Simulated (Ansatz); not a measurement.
Input file:

```yaml
crystal:
  periodic: [false, false, false]
  atoms:
    - {symbol: Al, position_ang: [0.000000, 0.000000, 0.050833]}
    - {symbol: N, position_ang: [0.000000, 0.000000, -1.681761]}
    - {symbol: H, position_ang: [0.000000, 0.000000, 1.630928]}
basis:
  gaussian: {orbitals: 6-31G}
total_charge: 1
magnetization: {spin_polarized: true, initial_magnetization: 0}
hamiltonian: {xc: hf}
output: {orbitals: {seedname: orbitals}}
```

```sh
$ ansatz run in.yaml --threads 1 --pin off --events-out ev --progress --plain --max-ram 2393MiB
```

The program prints:

```
302 factors; integrals over basis functions are off by at most 1.2e-4 eV
mean field evaluation 1: about -8034.1643 eV, gradient 6.2e1 eV
mean field evaluation 2: about -8034.2024 eV, gradient 6.2e1 eV
mean field evaluation 4: about -8056.7445 eV, gradient 2.6e1 eV
mean field evaluation 8: about -8063.4796 eV, gradient 4.0e-1 eV
mean field evaluation 16: about -8063.9345 eV, gradient 2.7e0 eV
mean field evaluation 32: about -8067.7911 eV, gradient 7.7e-4 eV
mean field evaluation 64: about -8067.1315 eV, gradient 2.9e0 eV
mean field evaluation 96: about -8065.7124 eV, gradient 8.3e0 eV
mean field evaluation 128: about -8056.7096 eV, gradient 2.0e1 eV
mean field evaluation 160: about -8060.3354 eV, gradient 1.6e1 eV
mean field evaluation 192: about -8062.9459 eV, gradient 5.5e0 eV
mean field evaluation 224: about -8060.7422 eV, gradient 4.7e0 eV
mean field evaluation 256: about -8052.9612 eV, gradient 2.6e1 eV
mean field evaluation 288: about -8066.5652 eV, gradient 3.1e0 eV
mean field evaluation 320: about -8059.8274 eV, gradient 1.2e1 eV
mean field -8067.79114743 eV, -296.4858561227 hartree, gradient 5.6e-6 eV, S^2 1.000000; 8 other end points of the search recorded, 0 dependent functions left out
reference -8067.79114743 eV, -296.4858561227 hartree; 10, 10 occupied and 14, 14 virtual orbitals, 302 factors
Total energy: -8067.79114743 eV, -296.4858561227 hartree
```

Ran on 1 thread of Intel Xeon Platinum 8175M, shared host: 0.78 s wall, 0.08 GiB peak host memory.
